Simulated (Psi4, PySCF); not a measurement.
Approach curve of the dimer H2O ··· CH4O (SMILES O and CO). Monomers: optimised at B3LYP-D3(BJ) (def2-TZVP), held rigid. Orientation: lowest of the rigid-body minima from ten starts at GFN2-xTB. Only R, the distance of the centres of mass, is varied, so the lowest point isn't the relaxed dimer.

- RHF/STO-3G = restricted Hartree-Fock/STO-3G, no counterpoise correction run with PySCF
- RHF/6-31G* = restricted Hartree-Fock/6-31G*, spherical d, no counterpoise correction (PySCF 2.14.0)
- RKS-M06-2X/6-31G* = restricted M06-2X/6-31G*, spherical d, no counterpoise correction (PySCF)
- SAPT0/jun-cc-pVDZ, frozen core (Psi4)

Interaction energies in kcal/mol; the last columns give the difference from SAPT0:

| R / Å | RHF/STO-3G | RHF/6-31G* | RKS-M06-2X/6-31G* | SAPT0/jun-cc-pVDZ | RHF/STO-3G − SAPT0/jun-cc-pVDZ | RHF/6-31G* − SAPT0/jun-cc-pVDZ | RKS-M06-2X/6-31G* − SAPT0/jun-cc-pVDZ |
|---|---|---|---|---|---|---|---|
| 2.52 | 9.67 | 14.75 | 8.69 | 9.18 | 0.49 | 5.57 | -0.49 |
| 2.69 | -0.69 | 3.28 | -1.05 | 0.47 | -1.15 | 2.81 | -1.52 |
| 2.92 | -5.04 | -3.59 | -6.35 | -4.28 | -0.76 | 0.69 | -2.07 |
| 3.13 | -5.03 | -5.46 | -7.33 | -5.39 | 0.35 | -0.07 | -1.94 |
| 3.32 | -4.11 | -5.57 | -6.86 | -5.28 | 1.17 | -0.29 | -1.58 |
| 3.53 | -3.05 | -5.04 | -5.85 | -4.67 | 1.62 | -0.37 | -1.18 |
| 3.85 | -1.91 | -3.96 | -4.33 | -3.56 | 1.65 | -0.40 | -0.77 |
| 4.12 | -1.36 | -3.10 | -3.31 | -2.77 | 1.41 | -0.33 | -0.54 |
| 4.62 | -0.82 | -1.84 | -1.88 | -1.76 | 0.94 | -0.08 | -0.12 |
| 5.31 | -0.48 | -0.95 | -0.88 | -1.02 | 0.54 | 0.07 | 0.14 |
| 6.31 | -0.26 | -0.49 | -0.43 | -0.53 | 0.27 | 0.04 | 0.10 |
| 7.62 | -0.14 | -0.25 | -0.22 | -0.27 | 0.13 | 0.02 | 0.05 |

RHF/STO-3G is furthest from SAPT0/jun-cc-pVDZ at 3.85 (1.65 kcal/mol, above); its mean absolute difference over the points is 0.87 kcal/mol.

RHF/6-31G* is furthest from SAPT0/jun-cc-pVDZ at 2.52 (5.57 kcal/mol, above); its mean absolute difference over the points is 0.89 kcal/mol.

RKS-M06-2X/6-31G* is furthest from SAPT0/jun-cc-pVDZ at 2.92 (-2.07 kcal/mol, below); its mean absolute difference over the points is 0.87 kcal/mol.
